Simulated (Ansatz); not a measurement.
A run of Ansatz (development build ahead of 0.2.0) on triplet C4H6 at this shape:

```xyz
10

C    -0.0408    0.0151   -0.0246
C     1.4387   -0.0270   -0.0308
C    -0.7454    1.2037    0.0238
C    -0.6602   -1.2123   -0.0203
H     1.9913   -0.9507    0.0428
H     1.9879    0.9704    0.0304
H    -1.8067    1.2045    0.0330
H    -0.1283    2.1696   -0.0123
H    -1.7772   -1.2727   -0.0336
H    -0.2085   -2.2120    0.0083
```

Its results:

- Converged: yes
- Reference energy: -154.89836 hartree
- Correlation energy: -0.47970 hartree
- Total energy: -155.37806 hartree
- Spin squared of the determinant: 2.192

Question: Which input gives this output? Name the method, the orbitals and the basis set, and write the input.

Answer: UHF-MP2 in cc-pVDZ.

```yaml
crystal:
  periodic: [false, false, false]
  atoms:
    - { symbol: C, position_ang: [-0.04081, 0.01508, -0.02463] }
    - { symbol: C, position_ang: [1.43871, -0.02699, -0.03078] }
    - { symbol: C, position_ang: [-0.7454, 1.20371, 0.02377] }
    - { symbol: C, position_ang: [-0.66015, -1.2123, -0.02027] }
    - { symbol: H, position_ang: [1.99134, -0.95071, 0.04281] }
    - { symbol: H, position_ang: [1.98789, 0.97043, 0.03039] }
    - { symbol: H, position_ang: [-1.80665, 1.20448, 0.03302] }
    - { symbol: H, position_ang: [-0.12835, 2.16959, -0.01235] }
    - { symbol: H, position_ang: [-1.77718, -1.27271, -0.03356] }
    - { symbol: H, position_ang: [-0.20853, -2.21198, 0.00825] }
basis:
  gaussian: { orbitals: cc-pVDZ }
magnetization:
  spin_polarized: true
  initial_magnetization: 2
hamiltonian:
  xc: hf
correlation:
  method: mp2
  frozen_orbitals: { C: 1, H: 0 }
```

Caution: the unrestricted determinant is spin contaminated.
